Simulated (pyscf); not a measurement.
# Routes from `[OH][PH2]` + `[OH][SiH3]`

Candidate steps break at most two bonds and form at most two. Each was searched with GFN2-xTB (tblite) first. PySCF, gas phase, ωB97X-D3(BJ)/def2-SVP geometries. Energies: ωB97M-D3(BJ)/def2-TZVP, eV, from the separated reactants, singlet surface; ΔG‡ with ideal gas, 1 atm, RRHO with modes under 100 cm⁻¹ raised to 100, one conformer, R ln 2 for chiral ones without a mode under 150 cm⁻¹.

```json
[
 {"products": "H₃Si–O–PH₂ + H₂O", "type": "four-centre exchange", "ΔE‡": "0.95", "ΔE": "-0.08", "ΔG‡ 298 K": "1.41", "ΔG‡ 900 K": "2.43", "ν‡ (cm⁻¹)": "844i"},
 {"products": "HO–PH–OH + SiH₄", "type": "four-centre exchange", "ΔE‡": "1.89", "ΔE": "+0.45", "ΔG‡ 298 K": "2.45", "ΔG‡ 900 K": "3.53", "ν‡ (cm⁻¹)": "284i"}
]
```

Row 1: On the reactant side the descent ends in a complex (not fully relaxed), 0.28 eV under the separated species and 1.21 eV under the saddle at ωB97X-D3(BJ)/def2-TZVP. On the product side the descent ends in a complex, 0.18 eV under the separated species and 1.24 eV under the saddle at ωB97X-D3(BJ)/def2-TZVP. Row 2: On the reactant side the descent ends in a complex (not fully relaxed), 0.26 eV under the separated species and 2.12 eV under the saddle at ωB97X-D3(BJ)/def2-TZVP. 

Plain bond fissions and candidates not yet searched are not listed, and one of them may be faster. Each barrier is that of the saddle found; lower ones may exist.
